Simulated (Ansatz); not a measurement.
The input, for Ansatz 0.2.0:

```yaml
crystal:
  periodic: [false, false, false]
  atoms:
    - {symbol: In, position_ang: [0.000000, 0.000000, -0.027604]}
    - {symbol: H, position_ang: [0.000000, 1.143293, 1.572214]}
    - {symbol: H, position_ang: [0.000000, -1.143293, 1.572214]}
basis:
  gaussian: {orbitals: def2-mTZVP}
total_charge: 1
magnetization: {spin_polarized: true, initial_magnetization: 2}
correlation: {method: ccsdt_q_b, electrons: outside_noble_gas}
```

```sh
$ ansatz run in.yaml --threads 1 --pin off --events-out ev --progress --plain --max-ram 2393MiB
```

Output:

```
874 factors; integrals over basis functions are off by at most 7.2e-8 eV
mean field evaluation 1: about -5169.7870 eV, gradient 6.1e0 eV
mean field evaluation 2: about -5169.8110 eV, gradient 6.1e0 eV
mean field evaluation 4: about -5170.4901 eV, gradient 1.0e0 eV
mean field evaluation 8: about -5170.5191 eV, gradient 1.6e-3 eV
mean field evaluation 16: about -5170.4603 eV, gradient 1.0e0 eV
mean field -5170.51909291 eV, -190.0130719607 hartree, gradient 1.2e-6 eV, S^2 2.070249; 0 other end points of the search recorded, 0 dependent functions left out
9 core orbitals not correlated: weight in the atoms' cores, before any rotation towards them, 0.997 or more for the frozen orbitals, at most 0.003 for the correlated occupied ones
reference -5170.51909291 eV, -190.0130719607 hartree; 3, 1 occupied and 30, 32 virtual orbitals, 874 factors
second order -0.63889115 eV of doubles, -0.00000000 eV of singles
cycle   1  -0.84161590 eV  change   -2.0e-1 eV  update   5.6e-2
cycle   2  -1.04089939 eV  change   -2.0e-1 eV  update   3.3e-2
cycle   3  -1.06390291 eV  change   -2.3e-2 eV  update   1.1e-2
cycle   4  -1.07588513 eV  change   -1.2e-2 eV  update   4.4e-3
cycle   5  -1.07483223 eV  change    1.1e-3 eV  update   1.6e-3
cycle   6  -1.07536548 eV  change   -5.3e-4 eV  update   6.7e-4
cycle   7  -1.07575571 eV  change   -3.9e-4 eV  update   2.0e-4
cycle   8  -1.07551431 eV  change    2.4e-4 eV  update   6.0e-5
cycle   9  -1.07556541 eV  change   -5.1e-5 eV  update   1.8e-5
cycle  10  -1.07557155 eV  change   -6.1e-6 eV  update   7.3e-6
cycle  11  -1.07557105 eV  change    5.0e-7 eV  update   3.2e-6
cycle  12  -1.07557028 eV  change    7.7e-7 eV  update   1.0e-6
cycle  13  -1.07557059 eV  change   -3.1e-7 eV  update   3.2e-7
perturbative correction -0.00007316 eV, -0.0000026885 hartree
Total energy: -5171.59473666 eV, -190.0526011393 hartree
```

Ran on 1 thread of Intel Xeon, shared host: 12 s wall, 0.18 GiB peak host memory.
